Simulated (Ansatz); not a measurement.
## H₂O₂, singlet in STO-3G: errors against full CI

Geometry: MP2(full)/6-31G*, from the G2/97 set.

| atom | x (Å) | y (Å) | z (Å) |
| --- | --- | --- | --- |
| O | 0.0000 | 0.7341 | -0.0281 |
| O | 0.0000 | -0.7341 | -0.0281 |
| H | 0.8395 | 0.8808 | 0.4466 |
| H | -0.8395 | -0.8808 | 0.4466 |

Basis STO-3G; Ansatz 0.2.0. Correlated methods freeze the noble-gas cores, which leaves 14 electrons in 10 orbitals. R marks a restricted (for open shells ROHF) determinant. Active spaces: valence = (14e, 10o) chosen from the atoms' valence shells.

Full CI is exact within this basis and frozen core; it isn't the basis-set limit.

```
UHF ⟨S²⟩                          : 0.000
T1 diagnostic (RCCSD)             : 0.0075
largest doubles amplitude (RCCSD) : 0.092
```

```csv
level,E − E(full CI) (kJ/mol),share of correlation (%),wall time
RHF,295.8,0.00,–
RMP2,81.5,72.44,–
CISD,12.9,95.64,0.16 s
RCCSD,2.2,99.27,–
RCCSD(T),0.9,99.71,0.22 s
BCCD(T),0.9,99.70,0.27 s
RCCSDT,0.6,99.81,–
CISDTQ,0.2,99.95,0.34 s
RCCSDT(Q),0.2,99.94,0.58 s
RCCSDTQ,0.0,100.00,3.6 s
```

The correlation energy at full CI, counted from RHF, is -3.066 eV. That run took 0.33 s on 1 thread of AMD EPYC 7R13, shared host over 7,200 determinants.

Run but not shown, since their state or frozen core can't be matched to the reference's or they repeat it: CASSCF (valence space), NEVPT2 (valence space), MRCISD (valence space), MRCISD+Q (valence space), MRCISD+Q(relaxed) (valence space).

Times hold each run's SCF and search for its determinant on a shared host, so for small cases they say little of a method's own cost; they ran on 1 thread of AMD EPYC 7R13.

The full-CI state has the irrep A of C2, in the program's axes.

Natural occupations of full CI about the gap: 1.998 1.996 1.973 1.971 1.922 0.083 0.031 0.030; effectively unpaired electrons, Σ n²(2−n)², 0.06.

Atomization energy (electronic, same basis, no zero-point term; atoms at the same level, unrestricted beside the R rows where the molecule is a closed shell, with restricted open-shell steps beyond CCSDT(Q)) at full CI: 863.1 kJ/mol. Errors of other levels:

```
    level  error (kJ/mol)
      RHF          -295.8
     RMP2           -81.5
     CISD           -12.9
    RCCSD            -2.2
 RCCSD(T)            -0.9
  BCCD(T)            -0.9
   RCCSDT            -0.6
   CISDTQ            -0.2
RCCSDT(Q)            -0.2
  RCCSDTQ             0.0
```

This basis is far from its limit, so the value isn't to be set against a measured one. Truncated CI isn't size-consistent, which counts against it in atomization.
